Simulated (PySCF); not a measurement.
# MgAl⁺: frontier orbitals

CAM-B3LYP at R = 3.126 Å; basis Mg pcseg-2, Al pcseg-2; no relativity; PySCF 2.14. State: ¹Σ⁺ (singlet), closed shell. Only the outer orbitals are listed, counted within each symmetry.

| orbital | occ. | ε (eV) | on Mg (%) | main shells (%) |
| --- | --- | --- | --- | --- |
| 2π | 2 | -57.53 | 100 | 100 Mg p |
| 2π | 2 | -57.53 | 100 | 100 Mg p |
| 6σ | 2 | -57.51 | 100 | 100 Mg p |
| 7σ | 2 | -15.76 | 7 | 92 Al s |
| 8σ | 2 | -11.39 | 73 | 72 Mg s, 18 Al p, 8 Al s |
| 9σ | 0 | -5.99 | 48 | 52 Al p, 25 Mg p, 23 Mg s |
| 3π | 0 | -5.98 | 11 | 89 Al p, 11 Mg p |
| 3π | 0 | -5.98 | 11 | 89 Al p, 11 Mg p |

**Question.** Which are the highest filled and the lowest empty level, where do they sit, and how wide is the gap?

**Answer.** Highest filled 8σ at -11.39 eV (in %: 72 Mg s, 18 Al p, 8 Al s); lowest empty 9σ at -5.99 eV (in %: 52 Al p, 25 Mg p, 23 Mg s); the gap at CAM-B3LYP is 5.40 eV.

| Item | Value |
| --- | --- |
| bond order (Mayer) | 0.61 |
| ⟨S²⟩ | 0.000 |
| charge on Mg (Mulliken, basis-dependent) | 0.39 |
| charge on Mg (Löwdin, basis-dependent) | 0.45 |
| dipole moment (positive dipole points towards Al; it is taken about the centre of mass and depends on that origin) | -0.45 D |
| polarisability along the bond | 161.3 bohr³ |
| polarisability across the bond | 63.0 bohr³ |

Closed-shell solutions of metal pairs were not tested for spin polarisation, which can lower them a little.
